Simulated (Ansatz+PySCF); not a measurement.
The numbers below are computed, except where a source is named.
## Ansatz (development build ahead of 0.2.0) run

```yaml
crystal:
  periodic: [false, false, false]
  atoms:
    - { symbol: H, position_ang: [0.0, 0.0, 0.0] }
    - { symbol: H, position_ang: [0.0, 0.0, 0.92947] }
    - { symbol: H, position_ang: [0.0, 0.0, -0.92947] }
basis:
  gaussian: { orbitals: cc-pVTZ }
magnetization:
  initial_magnetization: 1
hamiltonian:
  xc: hf
correlation:
  method: mp2
  frozen_orbitals: { H: 0 }
```

The input is written out in the form of the current development build from the run's settings. Correlation on restricted open-shell orbitals is semicanonical, with singles.

The run gave:

- Converged: yes
- Reference energy: -1.59390 hartree
- Correlation energy: -0.05037 hartree
- Total energy: -1.64427 hartree
- Spin squared of the determinant: 0.750
- Stability test: minimum among restricted orbitals
- Occupied orbitals by symmetry in an Abelian subgroup (alpha; beta): 1 Ag 1 B1u; 1 Ag

Caution: bonds are stretched, where a single reference can fail.
